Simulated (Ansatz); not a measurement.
## Multireference treatment of C₂H₄O₂, singlet

Computed with Ansatz's Gaussian-basis code (development build). Basis cc-pVDZ, nonrelativistic, 4 orbitals frozen in the corrections. State-specific CASSCF; RHF is the lowest restricted (open-shell) Hartree–Fock solution met. No symmetry is imposed, so a solution can break that of the shape. The lowest solution met needn't be the lowest there is, nor hold the orbitals that a chemist would pick.

Geometry:

| atom | x (Å) | y (Å) | z (Å) |
| --- | --- | --- | --- |
| C | -0.9312 | -0.0839 | 0.0000 |
| O | -0.7110 | -1.2782 | 0.0000 |
| O | 0.0000 | 0.8868 | 0.0000 |
| H | -1.9284 | 0.3746 | 0.0000 |
| C | 1.3569 | 0.3973 | 0.0000 |
| H | 1.9801 | 1.2882 | 0.0000 |
| H | 1.5411 | -0.2062 | 0.8894 |
| H | 1.5411 | -0.2062 | -0.8894 |

(1) What do CASSCF and its corrections give against RHF in CAS(4,3), and what are the occupations?

(2) How do single-reference totals in the same basis and frozen core stand against SC-NEVPT2 in CAS(4,3)?

(3) Roughly how much CPU time does a whole run from the default start take (median of such runs, summed over threads; nearly all runs on one pinned thread of a shared server, mostly Xeon at 2.3 to 2.6 GHz, by a development driver)?

Answers

(1) CASSCF -0.818 eV, SC-NEVPT2 -17.259 eV; occupations 2.00, 1.94, 0.06.

(2) CCSD(T) -1.446 eV. Coupled cluster stands on the determinant that it favours, which can lie over the RHF solution above, and is in doubt where the occupations are far from 0, 1 and 2.

(3) CAS(4,3): about 3.7 s. Other jobs ran beside these, and the count of passes differs.
